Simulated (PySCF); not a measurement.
**[Na2F]+: fields on a plane**

All numbers come from PBE0 in PySCF with F def2-TZVP, Na def2-TZVP; no relativity; density-fitted integrals.

The singlet minimum has F–Na 2.012 Å (×2); Na–F–Na 180.0°.

The plane holds F1 at (0.00, 0.00), Na2 at (2.01, 0.00), Na3 at (-2.01, 0.00) Å. Columns run from x = -4.05 to 4.35 Å, rows from y = 2.25 (top) to -1.95 Å, in steps of 0.3 Å. Other isomers or separated fragments may lie lower.

Problem. Give the electron density (e/Å³) (cut at 5 e/Å³). Lower edges of the bins (e/Å³): '0' 0.000, '1' 0.030, '2' 0.076, '3' 0.151, '4' 0.268, '5' 0.455, '6' 0.750, '7' 1.218, '8' 1.960, '9' 3.136; top 5.00.

Solution. 
```
00000000000000000000000000000
00000000000000000000000000000
00000000000000000000000000000
00000000000011110000000000000
00000011101123321101110000000
00001245322356653223542100000
00002599743579975347995200000
00003899963699996369998300000
00003899963699996369998300000
00002599743579975347995200000
00001245322356653223542100000
00000011101123321101110000000
00000000000011110000000000000
00000000000000000000000000000
00000000000000000000000000000
```

Problem. Give the electron localisation function (set to 0 where the density is under 0.005 e/Å³). Every second row and column.

Solution. 
```
0.00 0.00 0.00 0.00 0.00 0.00 0.00 0.00 0.00 0.00 0.00 0.00 0.00 0.00 0.00
0.00 0.00 0.00 0.00 0.00 0.00 0.13 0.14 0.10 0.00 0.00 0.00 0.00 0.00 0.00
0.00 0.00 0.02 0.13 0.03 0.07 0.50 0.56 0.35 0.01 0.12 0.07 0.00 0.00 0.00
0.00 0.00 0.29 0.84 0.78 0.05 0.83 0.85 0.67 0.18 0.86 0.67 0.06 0.00 0.00
0.00 0.00 0.45 0.80 0.87 0.05 0.85 0.18 0.74 0.45 0.21 0.81 0.09 0.00 0.00
0.00 0.00 0.10 0.55 0.36 0.06 0.71 0.77 0.52 0.03 0.59 0.33 0.02 0.00 0.00
0.00 0.00 0.00 0.01 0.00 0.06 0.28 0.31 0.21 0.01 0.01 0.00 0.00 0.00 0.00
0.00 0.00 0.00 0.00 0.00 0.00 0.00 0.00 0.00 0.00 0.00 0.00 0.00 0.00 0.00
```
